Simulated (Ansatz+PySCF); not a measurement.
singlet SO₂: levels of theory in one basis

```yaml
atoms:
  - { symbol: S, position_ang: [0.0000, 0.0000, -0.4010] }
  - { symbol: O, position_ang: [0.0000, 1.3505, 0.4010] }
  - { symbol: O, position_ang: [0.0000, -1.3505, 0.4010] }
```

Basis set: def2-SVP (spherical functions). Left uncorrelated: 7 orbitals. Charge 0, multiplicity 1.

Computed with Ansatz (development build ahead of 0.2.0); each method stands on the lowest determinant of its kind that the runs found. NEVPT2 correlates all electrons. Active spaces start from the frontier orbitals, and the lowest solution found is given.

```tsv
method	E − E(RHF) (eV)	<S²> of the determinant
RHF	0.00	0.00
UHF	-0.92	0.84
RHF-MP2	-15.31	–
UHF-MP2	-13.39	0.84
RHF-CCSD	-14.89	–
UHF-CCSD	-14.82	0.84
RHF-CCSD(T)	-15.69	–
UHF-CCSD(T)	-15.50	0.84
RHF-CCSDT(Q)	-15.84	–
UHF-CCSDT(Q)	-15.90	0.84
CASSCF(4,3)	-1.44	–
```

(1) What does SC-NEVPT2(4,3) give on the same scale?

(2) Is a single determinant a sound starting point here?

Results:

(1) -15.59 eV. NEVPT2 here correlates all electrons, so it doesn't share the others' frozen core.

(2) It is doubtful. Unrestricted orbitals lower Hartree–Fock by 0.92 eV and <S²> is 0.84 where a pure state has 0.00, a sign of strong static correlation. The CASSCF(4,3) natural occupations are 1.99, 1.79, 0.22.

Caution for RHF, RHF-MP2, RHF-CCSD, RHF-CCSD(T), RHF-CCSDT(Q): an unrestricted determinant lies well below. Caution for UHF, UHF-MP2, UHF-CCSD, UHF-CCSD(T), UHF-CCSDT(Q): the unrestricted determinant is a mixture of spin states; the determinant breaks the point group. Caution for UHF-MP2, UHF-CCSD(T): another reference gives a lower total. Caution for UHF-CCSD, UHF-CCSD(T): the program doubts this total. Caution for CASSCF(4,3): other starts end on other solutions of this active space.
